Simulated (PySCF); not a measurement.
## Nitrogen: a sound run and one with changed settings

Sound run: N [He] 2s2 2p3, N⁺ [He] 2s2 2p2. Calculation: PySCF 2.14, in def2-SVP; the non-relativistic Hamiltonian (point nucleus). In the sound run the correlated levels freeze 1s2. The sound run starts from symmetry-adapted Hartree-Fock orbitals and uses a fine grid where one is needed.

A second run was set up differently.

```json
{"species": "N", "method": "MP2", "sound run (hartree)": "-54.40612", "changed run (hartree)": "-54.40788", "converged": "yes"}
{"species": "N", "method": "CCSD(T)", "sound run (hartree)": "-54.42172", "changed run (hartree)": "-54.42334", "converged": "yes"}
{"species": "N⁺", "method": "MP2", "sound run (hartree)": "-53.87492", "changed run (hartree)": "-53.87656", "converged": "yes"}
{"species": "N⁺", "method": "CCSD(T)", "sound run (hartree)": "-53.89709", "changed run (hartree)": "-53.89856", "converged": "yes"}
```

Ionisation energy of N:

| method | sound run (eV) | changed run (eV) |
| --- | --- | --- |
| UHF | 14.038 | 14.038 |
| MP2 | 14.455 | 14.458 |
| SCS-MP2 | 14.244 | 14.246 |
| CCSD | 14.279 | 14.284 |
| CCSD(T) | 14.276 | 14.280 |

Question: What was changed?
A. level shift left on
B. too few SCF iterations
C. basis contracted for another Hamiltonian
D. all electrons correlated in a valence basis

Answer: D. A valence basis has no tight correlating functions, so it recovers only part of the core correlation, and not evenly between atom and ion.
